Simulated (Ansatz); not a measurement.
Reaction (substitution at a C–C bond): `CCCCC=O` + `OCO` → `O=CCOCO` + `CCC`

Gas-phase electronic energies from Ansatz, PBE0-D4/def2-TZVP geometries. CBS: MP2 limit from def2 TZ/QZ plus the TZ coupled-cluster correction, frozen cores. This one scheme is used for every species. DFT in def2-TZVPP. B3LYP here is the variant with VWN-RPA as its local correlation; programs differ in this. One conformer a species, not always the lowest.

| level | ΔE (kJ/mol) |
| --- | --- |
| PBE-D4 | 39.1 |
| ωB97M-V | 40.3 |
| B2PLYP | 37.2 |
| r2SCAN | 37.0 |
| PBE0 | 40.2 |
| B3LYP | 32.7 |
| HF/def2-TZVPP | 30.7 |
| CCSD(T)/def2-TZVPP | 41.8 |

Question: What does CCSD(T)/CBS give? (Best estimate.)

Answer: Computed: +45.0 kJ/mol. The listed levels differ from it by -5.9, -4.7, -7.8, -8.0, -4.8, -12.3, -14.3, -3.2 kJ/mol.

Largest T1 diagnostic among the species: 0.014.

From PBE to PBE0 (25 % exact exchange), in def2-TZVPP and without D4, ΔE moves by +3.4 kJ/mol. The D4 term adds +3.4 kJ/mol with B3LYP and +2.0 kJ/mol with PBE0; it sums over pairs of atoms, weighted by their polarisabilities, and B3LYP, whose exchange is more repulsive, gets the larger term.
